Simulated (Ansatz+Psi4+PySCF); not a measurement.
```yaml
atoms:
  - { symbol: Cl, position_ang: [0.0000, 0.0000, 1.0075] }
  - { symbol: Cl, position_ang: [0.0000, 0.0000, -1.0075] }
```

Basis set: cc-pV(T+d)Z (spherical functions). Frozen core: 10 orbitals. Charge 0, multiplicity 1.

Computed with Ansatz (development build ahead of 0.2.0) and Psi4 1.11; each method stands on the lowest determinant of its kind that the runs found. Restricted open shells among the atoms or ions are ROHF, correlated in semicanonical orbitals with singles.

Question: Give the vertical ionization energy (product with multiplicity 2 at the same shape, open shells in the same class of orbitals) of singlet Cl2 by RHF-MP2, RHF-CCSD(T), RHF-CCSD, RHF.

Answer:

```
     method  ionization energy
    RHF-MP2           11.80 eV
RHF-CCSD(T)           11.48 eV
   RHF-CCSD           11.57 eV
        RHF           11.33 eV
```

Caution: the determinant breaks the point group. Caution for RHF-MP2: MP2 on this radical cation hangs on the determinant chosen; another reference gives a lower total. Caution for RHF-MP2, RHF-CCSD(T), RHF-CCSD: large amplitudes, a single reference is doubtful.
